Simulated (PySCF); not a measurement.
SO at UHF-CCSD

Level: UHF-CCSD. S 6-31G(d,p), O 6-31G(d,p); no relativity (PySCF 2.14).

* state: ³Σ⁻ (triplet), unpaired electrons π ↑↑
* bond length: 1.513 Å
* harmonic wavenumber: 1142 cm⁻¹
* force constant: 8.20 mdyn/Å
* rotational constant Be: 0.6904 cm⁻¹
* anharmonicity ωexe: 5.75 cm⁻¹
* vibration–rotation constant αe: 0.00504 cm⁻¹
* well depth De to S + O: 4.26 eV
* dissociation energy D0: 4.19 eV

Correlated steps freeze 6 core orbitals. Correlated levels converge slowly with the basis: in double zeta they bind strong bonds too weakly, by up to about 1 eV, and carry superposition errors of some tenths. The state was picked by a PBE0 search and need not be the measured ground state.
